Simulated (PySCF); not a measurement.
Molecule: methylcyclopropane (SMILES CC1CC1).

Geometry:
```
atom   x (Å)   y (Å)   z (Å)
  C1   1.409  -0.032   0.470
  C2   0.233  -0.172  -0.459
  C3  -1.092  -0.651   0.056
  C4  -0.923   0.779  -0.371
  H5   1.948  -0.987   0.585
  H6   1.084   0.288   1.473
  H7   2.128   0.717   0.100
  H8   0.494  -0.507  -1.469
  H9  -1.691  -1.313  -0.576
 H10  -1.178  -0.860   1.127
 H11  -1.406   1.108  -1.296
 H12  -0.890   1.546   0.410
```

Geometry PBE0-D3(BJ)/def2-SVP throughout; GIAO in PySCF, gas phase, one conformer, non-relativistic; equivalent atoms averaged; basis pcSseg-2.

Question: How do the shifts δ (against TMS at the same level) depend on the functional? (ppm; last column core-seconds on shared hosts with different chips, so compare them loosely; the GGAs took longer than the global hybrids here, which isn't the general rule, and the cause wasn't traced)

Answer: 
```csv
functional,kind,C1,C3/C4,C2,H5/H6/H7,H8,H9/H11,H10/H12,core-s
HF,Hartree–Fock,20.9,4.2,3.5,1.01,0.44,0.38,-0.02,10
LDA,LDA,21.6,8.4,8.9,1.01,0.75,0.48,-0.04,26
PBE,GGA,22.5,8.2,9.0,1.03,0.68,0.46,-0.05,33
BLYP,GGA,23.2,8.3,9.4,1.08,0.67,0.48,-0.04,32
BP86,GGA,22.5,8.3,9.1,1.03,0.67,0.45,-0.04,35
OPBE,GGA,21.9,8.4,9.3,1.00,0.69,0.45,-0.01,34
KT2,GGA,22.4,6.7,7.5,1.04,0.65,0.44,-0.09,33
KT3,GGA,22.6,7.2,8.2,1.05,0.65,0.46,-0.05,30
B97-D,GGA,22.8,8.0,9.2,1.07,0.66,0.46,-0.03,31
B3LYP,global hybrid,22.5,7.5,8.2,1.05,0.62,0.45,-0.02,19
PBE0,global hybrid,21.8,7.4,7.6,1.01,0.62,0.44,-0.02,19
mPW1PW91,global hybrid,21.8,7.5,7.8,1.00,0.62,0.44,-0.02,20
WP04,global hybrid,22.4,8.3,10.3,1.00,0.61,0.46,0.08,23
B97-2,global hybrid,22.0,7.5,8.0,1.02,0.61,0.44,-0.02,26
BHandHLYP,global hybrid,21.8,6.3,6.4,1.03,0.56,0.43,-0.01,26
CAM-B3LYP,range-separated hybrid,21.7,7.1,7.4,1.03,0.63,0.47,0.02,34
wB97X-D,range-separated hybrid,21.6,7.6,7.8,1.00,0.60,0.44,0.01,33
LC-wPBE,range-separated hybrid,20.5,7.5,7.2,0.96,0.63,0.48,0.08,42
```

Question: Which nucleus moves most, in ppm?

Answer: C2 (three-membered-ring carbon): from 3.5 ppm with HF to 10.3 ppm with WP04. The smallest spread is 0.10 ppm, at H9/H11. Proton shifts span only some 12 ppm, so a few tenths of a ppm matter as much there as several ppm in carbon.
